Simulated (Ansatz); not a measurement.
# bcc Fe: properties by level of theory

Reference values: lattice constant a 2.853 Å (measured, static lattice: zero-point anharmonic expansion removed; as tabulated in Mejia-Rodriguez and Trickey (2018), arXiv:1807.09216); magnetic moment 2.13 μB (measured, temperature not stated, spin, per atom, our sources range from 1.98 to 2.13; as tabulated in Ekholm et al. (2018), arXiv:1806.11289).

| level (code) | lattice parameter a (Å) | magnetic moment (μB) |
|---|---|---|
| rVV10 (Ansatz) | 2.840 | 2.10 |
| r²SCAN-D4 (Ansatz) | 2.859 | 2.64 |
| HSE06 (Ansatz) | 2.912 | 2.87 |
| PBE0 (Ansatz) | 2.910 | 2.87 |

Ansatz's density-functional and Hartree–Fock values are scalar-relativistic unless marked +SOC, with PAW data made under PBE.

Spin-polarised runs: rVV10 (parallel moments), r²SCAN-D4 (parallel moments), HSE06 (parallel moments), PBE0 (parallel moments).

Ansatz is a first-principles code.
